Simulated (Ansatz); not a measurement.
How the polycrystal shear modulus of solid CO2 (dry ice) moves with the method

No measured value is used here.

Q: Put these levels in order of the polycrystal shear modulus that they give for solid CO2 (dry ice), smallest first: HSE06-D3(BJ) (Ansatz, a program for electronic structure), LDA (Ansatz), PBEsol (Ansatz).

A: PBEsol (1.5 GPa), HSE06-D3(BJ) (3.2 GPa), LDA (6.1 GPa)

Unless a cell is named, each level is at its own relaxed cell (LDA 12.30, PBEsol 16.29, HSE06-D3(BJ) 15.16 Å³/atom).

LDA, PBEsol: the cell comes from a level without a dispersion term, which matters for the spacing of layers, chains or molecules. HSE06-D3(BJ): the dispersion coefficients are held fixed in the derivatives. Each level is taken at its own relaxed cell. Ansatz's density-functional and Hartree–Fock values are scalar-relativistic unless marked +SOC, with PAW data made under PBE.
